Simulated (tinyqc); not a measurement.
FCI on RHF in the sto-6g basis, frozen core, for HF, spin multiplicity 1, step by step. One step of it, computed by the program tinyqc.

Question. FCI: roots. Diagonalise (each vector has its largest component positive (the first on a tie)); all determinants have Ms = 0, so triplets appear too. The lowest singlet root is the correlation energy.

Occupation strings over the orbitals (2 doubly, a alpha, b beta, 0 empty; spin orbitals ordered 1a 1b 2a 2b ...): 222220 22a22b 2a222b 22b22a 2b222a 222202 222022 220222 2ab222 2ba222 202222

H - E(HF) between determinants (hartree), lower triangle:
```
           222220     22a22b     2a222b     22b22a     2b222a     222202     222022     220222
222220   0.000000
22a22b   0.000000   0.666322
2a222b   0.000000  -0.013763   1.465035
22b22a   0.000000  -0.180696  -0.055681   0.666322
2b222a   0.000000  -0.055681  -0.096404  -0.013763   1.465035
222202   0.031200   0.015452   0.041215  -0.015452  -0.041215   1.272083
222022   0.031200   0.015452   0.041215  -0.015452  -0.041215   0.053789   1.272083
220222   0.180696   0.108135  -0.093542  -0.108135   0.093542   0.046756   0.046756   1.468852
2ab222  -0.055681   0.093542  -0.159279  -0.029222   0.049063   0.041155   0.041155   0.128750
2ba222   0.055681  -0.029222   0.049063   0.093542  -0.159279  -0.041155  -0.041155  -0.128750
202222   0.096404   0.049063   0.060502  -0.049063  -0.060502   0.182223   0.182223   0.156267

           2ab222     2ba222    202222
2ab222   2.249870
2ba222  -0.156267   2.249870
202222   0.106374  -0.106374  3.147797
```

Give: lowest roots of this matrix, relative to E(HF); lowest vectors; <S^2> of these roots; weight of the ground state by excitation level 0, 1, 2, ....

Answer.

lowest roots of this matrix, relative to E(HF) (hartree): -0.029  0.478  0.800  1.218  1.241  1.356  1.442  1.582

lowest vectors:
```
        root 1  root 2  root 3  root 4
222220   0.991   0.000  -0.042   0.000
22a22b   0.013   0.705   0.684   0.000
2a222b  -0.002   0.052  -0.076   0.000
22b22a  -0.013   0.705  -0.684   0.000
2b222a   0.002   0.052   0.076   0.000
222202  -0.017   0.000   0.002   0.707
222022  -0.017   0.000   0.002  -0.707
220222  -0.123   0.000  -0.213   0.000
2ab222   0.030  -0.025  -0.046   0.000
2ba222  -0.030  -0.025   0.046   0.000
202222  -0.024   0.000  -0.005   0.000
```

<S^2> of these roots: 0.000  2.000  0.000  0.000  0.000  2.000  0.000  0.000

weight of the ground state by excitation level 0, 1, 2, ...: 0.981  0.000  0.018
